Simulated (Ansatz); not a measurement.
# Interaction energy ladder

The pair of H2O (SMILES O, atoms 1–3) and SiH4 (SMILES [SiH4], atoms 4–8), both closed shells, in one local arrangement (a lower one may exist), relaxed at PBE0-D4/def2-TZVP:

```xyz
8
angstrom
O -0.5203 -0.3509 -1.7693
H -0.8538 0.4832 -2.1083
H 0.3129 -0.4931 -2.2247
Si 0.2037 0.0659 1.2022
H -1.2082 -0.3770 1.1327
H 0.5712 0.2589 2.6329
H 0.3811 1.3671 0.5089
H 1.1134 -0.9541 0.6256
```

Program: Ansatz 0.2.0. Basis: def2-TZVPPD, with def2-QZVPPD for the basis limit. Cores are frozen in the correlated methods. B3LYP uses VWN-RPA correlation. Extrapolation: Hartree–Fock as exp(−7.88 √X), correlation as X^−2.97. Interaction energies count from these two fragments, frozen as in the pair, with the counterpoise correction; negative means bound.

What is the interaction energy by CCSD(T) at an estimated basis limit (MP2 extrapolated from triple and quadruple zeta, plus CCSD(T) − MP2 in triple zeta)? (Judge from chemistry; the value comes from the calculation.)

The calculation gives: -6.7 kJ/mol. Hartree–Fock alone gives 0.0 kJ/mol at the basis limit. It counts from the two fragments frozen as in the pair.

The same quantity by other methods in triple zeta, and each one's difference from that estimate:
| method | E_int (kJ/mol) | difference |
| --- | --- | --- |
| PBE-D4 | -7.0 | -0.3 |
| revPBE-D4 | -4.7 | 2.0 |
| BLYP-D4 | -4.8 | 1.9 |
| r2SCAN-D4 | -7.4 | -0.7 |
| B97M-V | -8.1 | -1.4 |
| PBE0-D4 | -6.8 | -0.1 |
| B3LYP-D4 | -5.9 | 0.8 |
| HSE06-D4 | -6.7 | 0.0 |
| wB97X-V | -7.0 | -0.3 |
| wB97M-V | -7.6 | -0.9 |
| B2PLYP | -3.3 | 3.4 |
| HF | 0.1 | 6.8 |
| MP2 | -5.4 | 1.3 |
| CCSD | -4.6 | 2.1 |
| CCSD(T) | -5.5 | 1.2 |
Differences are method less estimate.

Basis-set superposition shift (counterpoise-corrected less uncorrected): CCSD(T) 1.3; MP2 1.3; HF 0.1; PBE0-D4 0.1; wB97M-V 0.2 kJ/mol.

No T1 diagnostic of these runs exceeds 0.011.

For scale, one of the runs: CCSD(T)/def2-TZVPPD, 190 basis functions, launched by `ansatz run in.yaml --threads 2 --pin off --events-out ev --progress --plain --max-ram 5222MiB`. Time: 30 s of wall clock on 2 CPU threads of an Arm Neoverse V1; the host was shared. Peak host memory: 1.9 GiB.
